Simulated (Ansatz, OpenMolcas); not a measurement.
# Heat of formation of C2H4Cl2 (1,1-dichloroethane) from total energies

C2H4Cl2: 8 atoms, total charge 0, spin state singlet. SMILES: `CC(Cl)Cl`. Geometry: relaxed at PBE0-D4/def2-TZVP.

```xyz
8

C     0.2130    0.7981   -0.0021
C    -0.1859   -0.6454    0.1318
Cl    1.1078   -1.7157   -0.4510
Cl   -1.6975   -0.9677   -0.7457
H     0.3896    1.0478   -1.0485
H    -0.5831    1.4358    0.3860
H     1.1271    0.9799    0.5657
H    -0.3710   -0.9328    1.1638
```

Total energies at B3LYP/6-31G* (spherical functions) (OpenMolcas 26.06); the atoms run unrestricted:

| species | state | energy (Eh) |
| --- | --- | --- |
| C2H4Cl2 | singlet | -999.007418 |
| C | triplet | -37.844694 |
| Cl | doublet | -460.132788 |
| H | doublet | -0.500273 |

Harmonic wavenumbers at PBE0-D4/def2-TZVP, in cm⁻¹: 267, 275, 318, 407, 663, 713, 997, 1073, 1112, 1254, 1306, 1406, 1472, 1477, 3065, 3143, 3148, 3165.

Measured heats of formation of the gaseous atoms at 298.15 K, in kJ/mol: C 716.9, Cl 121.3, H 218.0. Spin-orbit lowering of the atoms at 298 K (mean of the ground term's levels less their thermal mean, from spectra), in kJ/mol: C 0.02, Cl 3.44. Take 1 Eh = 2625.50 kJ/mol, 1 cm⁻¹ = 0.0119627 kJ/mol, RT = 2.479 kJ/mol.

What heat of formation follows?


1. Electronic atomisation energy: 2 × (-37.844694) + 2 × (-460.132788) + 4 × (-0.500273) − (-999.007418) = 1.051362 Eh = 2760.4 kJ/mol.
2. Zero-point energy: half the sum of the wavenumbers, 12630.5 cm⁻¹ = 151.1 kJ/mol.
3. Thermal vibrational enthalpy, Σ hcν̃/(exp(hcν̃/kT) − 1): 5.2 kJ/mol. Translation, rotation and pV of a non-linear molecule: 4 RT = 9.9 kJ/mol.
4. The 8 free atoms carry 5/2 RT each: 49.6 kJ/mol.
5. Spin-orbit coupling lowers the free atoms by 2 × 0.02 + 2 × 3.44 = 6.9 kJ/mol.
6. Atomisation enthalpy at 298 K: 2760.4 − 6.9 − 151.1 − 5.2 − 9.9 + 49.6 = 2636.9 kJ/mol.
7. Sum of the atoms' heats of formation: 2548.4 kJ/mol. Heat of formation: 2548.4 − 2636.9 = -88.5 kJ/mol.

The tabulated value is -127.4 kJ/mol (Active Thermochemical Tables), so this level is off by +38.9 kJ/mol, or 1.5 % of the atomisation enthalpy that the table implies (2675.7 kJ/mol). Anharmonicity and any spin-orbit splitting of the molecule are left out.
